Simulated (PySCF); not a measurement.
CHO, SMILES [CH]=O (connectivity only; charge and spin as stated), charge +1, multiplicity 1.

Geometry: B3LYP-D3(BJ)/def2-TZVPD. The isomer is the one that the SMILES or the coordinates give; other isomers of the formula were not compared.

Computed with TDA-CAM-B3LYP/def2-TZVPD run with PySCF 2.14.0.

Vertical excitations; the highest root listed may be one member of a degenerate set. Isolated molecule, no solvent. State labels are in the subgroup C2v.

Computed lowest excited states:
| state | symmetry | energy (eV) | λ (nm) | f | main pairs |
|---|---|---|---|---|---|
| S1 | A2 | 9.50 | 131 | 0.000 | HOMO→LUMO 50 %, HOMO−1→LUMO+1 50 % |
| S2 | A1 | 9.90 | 125 | 0.000 | HOMO−1→LUMO, HOMO→LUMO+1 (degenerate set) |
| S3 | A2 | 9.90 | 125 | 0.000 | HOMO−1→LUMO+1, HOMO→LUMO (degenerate set) |
| S4 | B2 | 11.77 | 105 | 0.002 | HOMO−2→LUMO+1 (degenerate set) |
| S5 | B1 | 11.77 | 105 | 0.002 | HOMO−2→LUMO (degenerate set) |
| S6 | B2 | 14.42 | 86 | 0.007 | HOMO→LUMO+2 (degenerate set) |
| S7 | B1 | 14.42 | 86 | 0.007 | HOMO−1→LUMO+2 (degenerate set) |
| S8 | A1 | 15.50 | 80 | 0.102 | HOMO−2→LUMO+2 53 %, HOMO→LUMO+1 19 %, HOMO−1→LUMO 19 % |
| S9 | B1 | 16.20 | 77 | 0.278 | HOMO−3→LUMO (degenerate set) |
| S10 | B2 | 16.20 | 77 | 0.278 | HOMO−3→LUMO+1 (degenerate set) |
| T1 | A1 | 7.79 | 159 | 0 | HOMO−1→LUMO 49 %, HOMO→LUMO+1 49 % |
| T2 | A1 | 8.48 | 146 | 0 | HOMO→LUMO+1, HOMO−1→LUMO (degenerate set) |
| T3 | A2 | 8.48 | 146 | 0 | HOMO→LUMO, HOMO−1→LUMO+1 (degenerate set) |
| T4 | A2 | 9.50 | 131 | 0 | HOMO−1→LUMO+1 50 %, HOMO→LUMO 50 % |
Triplets are in the Tamm–Dancoff approximation.
